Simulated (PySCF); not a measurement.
Species: formyl chloride, CHClO.
SMILES with atom numbers: `[O:1]=[CH:2][Cl:3]` (hydrogens: H4 on C2)

Theory: core-valence-separated Tamm–Dancoff BHandHLYP/aug-pcX-1 (pcseg-1 on H, def2-SVPD on Cl) in PySCF, non-relativistic, gas phase, PBE0-D3(BJ)/def2-SVP geometry. Absolute energies from this functional tend to lie a few eV below measured edges; no shift was applied.

Q: What does the C 1s absorption edge look like?

A: 
| E (eV) | f | core hole on | main final orbital | polarisation |
| --- | --- | --- | --- | --- |
| 284.31 | 0.0816 | C2 | LUMO (90 %) | out of plane |
| 287.81 | 0.0566 | C2 | LUMO+1 (35 %) | in plane |
| 290.00 | 0.0335 | C2 | LUMO+1 (50 %) | in plane |
| 291.44 | 0.0048 | C2 | LUMO+3 (30 %) | in plane |
| 291.81 | 0.0063 | C2 | LUMO+4 (91 %) | out of plane |
| 291.89 | 0.0005 | C2 | LUMO+3 (56 %) | – |
| 293.46 | 0.0034 | C2 | LUMO+6 (42 %) | in plane |

The first line with a tenth or more of the strongest one's intensity is at 284.31 eV (f = 0.082), with the hole on C2 (acyl halide carbon), polarised out of plane: a 1s→π* resonance. It is also the strongest listed.

Q: Give energies, oscillator strengths and core holes at the O K edge.

A: 
```csv
E (eV),f,core hole on,main final orbital,polarisation
528.88,0.0515,O1,LUMO (92 %),out of plane
534.26,0.0132,O1,LUMO+1 (53 %),in plane
535.07,0.0004,O1,LUMO+3 (39 %),–
535.82,0.0040,O1,LUMO+3 (34 %),in plane
536.20,0.0023,O1,LUMO+5 (55 %),in plane
536.33,0.0007,O1,LUMO+4 (93 %),–
537.56,0.0139,O1,LUMO+9 (81 %),in plane
```

The first line with a tenth or more of the strongest one's intensity is at 528.88 eV (f = 0.052), with the hole on O1 (carbonyl oxygen), polarised out of plane: a 1s→π* resonance. It is also the strongest listed.

Roots within 0.03 eV whose holes lie on the same, on equivalent or on shared atoms are summed into one line, and the highest roots are left out, as the search may have cut off their partners. Final orbitals are the ground state's empty Kohn–Sham orbitals. A dash: too weak, shared between unlike atoms, or no plane or axis to refer to.

Q: What is the summed oscillator strength of the listed C K lines, and their intensity-weighted mean energy?

A: Σf = 0.187 over 7 lines from 284.31 to 293.46 eV; the weighted mean is 287.02 eV. The strongest line holds 44 % of the sum.

The ionisation thresholds weren't computed; near and above them a finite basis only mimics Rydberg series and continuum.
